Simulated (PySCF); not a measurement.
Symmetry of computed structures. Theory: PBE0-D3(BJ)/def2-SVP geometry optimisation, gas phase (PySCF). The symmetry is that of the one conformer found, every atom within 0.08 Å of its image; none is proved a minimum here. The geometries of the anions come from a basis without diffuse functions.

Task: What symmetry has `B#N`?

Result: C∞v; linear; symmetry number 1; dipole 3.05 D, along the axis.

Task: [SbCl6]-, `[Cl][Sb-]([Cl])([Cl])([Cl])([Cl])[Cl]`: symmetry, top, dipole?

Result: Oh; spherical top; symmetry number 24; 48 operations, which sort the 7 atoms into 2 sets; dipole about the centre of mass forbidden by symmetry (computed 0.00 D); A, B, C = 628.2, 627.4, 626.6 MHz.

Task: Point group, rotor type and polarity of `[CH3:1][O:2][C@@H:3]1[CH:4]=[N:5]1` with C1–O2–C3–C4 143°?

Result: C1; near-prolate asymmetric top; symmetry number 1; this conformer is chiral (no improper operation); dipole 1.22 D; A, B, C = 17387, 3720, 3404 MHz.

Task: `[CH]Cl` (chloromethylene) [singlet]: symmetry, top, dipole?

Result: Cs; near-prolate asymmetric top; symmetry number 1; 2 operations, which sort the 3 atoms into 3 sets; dipole 1.81 D, in the ab plane, which is the mirror.

Task: Point group, rotor type and polarity of Cd(vinyl)2 (`C=[CH][Cd][CH]=C`)?

Result: C2; near-prolate asymmetric top; symmetry number 2; 2 operations, which sort the 11 atoms into 6 sets; this conformer is chiral (no improper operation); dipole 0.14 D, along b, the twofold axis.
